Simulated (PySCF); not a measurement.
Stepwise substitution at one centre (Si Cl-C2H5). Isolated molecules, 0 K electronic values unless said otherwise. One relaxed conformer stands for each flexible species; it need not be the lowest. Strings in code marks are SMILES.

Level of theory: B3LYP-D3(BJ)/def2-TZVP // B3LYP-D3(BJ)/def2-SVP (PySCF). All candidates: neutral, multiplicity 1. B3LYP has the VWN-RPA correlation part, as in Gaussian. Delta-SCF ions had no search for a lower state. Excitations are Tamm–Dancoff values on a coarser integration grid. The basis has no diffuse functions, so Rydberg states are missing or too high.

```json
{
  "S1 excitation (TDA)": "7.40 eV",
  "vertical ionisation energy (Delta-SCF)": "9.87 eV",
  "HOMO–LUMO gap": "8.39 eV"
}
```

Question: Say which member has these values.
A. `CC[Si](Cl)(Cl)Cl`
B. `CC[Si](Cl)(Cl)CC` (C–C–Si–Cl torsion -179°, Cl–Si–C–C torsion 63°)
C. `Cl[Si](Cl)(Cl)Cl`
D. `CC[Si](CC)(CC)CC`

Answer: B, `CC[Si](Cl)(Cl)CC` (C–C–Si–Cl torsion -179°, Cl–Si–C–C torsion 63°). The others give `Cl[Si](Cl)(Cl)Cl`: 6.93 eV, 11.36 eV, 8.05 eV; `CC[Si](CC)(CC)CC`: 7.22 eV, 9.21 eV, 8.08 eV; `CC[Si](Cl)(Cl)Cl`: 7.39 eV, 10.74 eV, 8.45 eV
